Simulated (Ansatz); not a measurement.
**SiN₂H (sextet): wave-function methods side by side, def2-QZVPP**

One table from this session's results is given with a row withheld; the runs are named, their logs left out.

The runs use Ansatz 0.2.0, Gaussian basis; def2-QZVPP, core rule «outside noble gas», up to 7 orbitals frozen.

The runs, in order: UHF; ROHF; CCSD(T) on UHF.

**What is computed**

The geometry is a PBE0/def2-TZVP stationary point (not a proven minimum) of the parent state, kept for this charge and spin.

4 atoms, charge 0, spin multiplicity 6.

Atoms are counted from 1 here; the program's logs count them from 0.

Bond lengths: N1–Si2 1.697 Å, Si2–N3 1.697 Å, Si2–H4 1.480 Å. Angles: N1–Si2–N3 124.0°, N1–Si2–H4 118.0°, N3–Si2–H4 118.0°.

Set-up of the first run:

Contents of in.yaml:

```yaml
crystal:
  periodic: [false, false, false]
  atoms:
    - {symbol: N, position_ang: [0.000000, -0.431982, 1.498918]}
    - {symbol: Si, position_ang: [0.000000, 0.364687, 0.000000]}
    - {symbol: N, position_ang: [0.000000, -0.431982, -1.498918]}
    - {symbol: H, position_ang: [0.000000, 1.844223, 0.000000]}
basis:
  gaussian: {orbitals: "def2-QZVPP.json"}
magnetization: {spin_polarized: true, initial_magnetization: 5}
hamiltonian: {xc: hf}
output: {orbitals: {seedname: orbitals}}
```

Command:

```bash
ansatz run in.yaml --threads 1 --pin off --events-out ev --progress --plain --max-ram 2393MiB
```

Steps of the session up to this table: UHF; ROHF; CCSD(T) on UHF.

One table of the session follows, with a row left open; its other results are not shown here.

```
  method  from UCCSD(T) (kJ/mol)
    ROHF                 +1165.5
     UHF                       ?
    UMP2                  +156.4
   UCCSD                   +41.5
UCCSD(T)                       0
```

**Question.** Estimate the row for UHF.

The run gave: from UCCSD(T) (kJ/mol): +1121.3. In the column «from UCCSD(T) (kJ/mol)» it lies between UMP2 (+156.4) and ROHF (+1165.5).
